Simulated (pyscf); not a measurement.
Thermochemistry of product channels of O=Ti(OH)–OH (SMILES [O]=[Ti]([OH])[OH]) + H• (SMILES [H]) on the doublet surface, in eV, from ωB97M-D3(BJ)/def2-TZVP energies (ideal gas, 1 atm, RRHO with modes under 100 cm⁻¹ raised to 100, one conformer, R ln 2 for chiral ones without a mode under 150 cm⁻¹). Structures and frequencies: ωB97X-D3(BJ)/def2-SVP in PySCF.

```json
[
 {"products": "[HO–Ti(OH)–OH]• (SMILES [OH][Ti]([OH])[OH])", "ΔE": "?", "ΔH(298 K)": "-2.83", "ΔG(298 K)": "-2.58", "ΔG(1200 K)": "?"},
 {"products": "OH• (SMILES [OH]) + O=TiH–OH (SMILES [O]=[TiH][OH])", "ΔE": "+2.20", "ΔH(298 K)": "+2.22", "ΔG(298 K)": "+2.08", "ΔG(1200 K)": "+1.77"}
]
```

What belongs in the gaps?


- [HO–Ti(OH)–OH]• (SMILES [OH][Ti]([OH])[OH]), ΔE: -3.04
- [HO–Ti(OH)–OH]• (SMILES [OH][Ti]([OH])[OH]), ΔG(1200 K): -1.82

These are energies of the channels, which say nothing of barriers. Left out: orbital degeneracy and the spin-orbit lowering of OH. Open-shell species with a d-block atom are single-reference here; other states, and whether the spin sits on metal or ligand, were not checked.
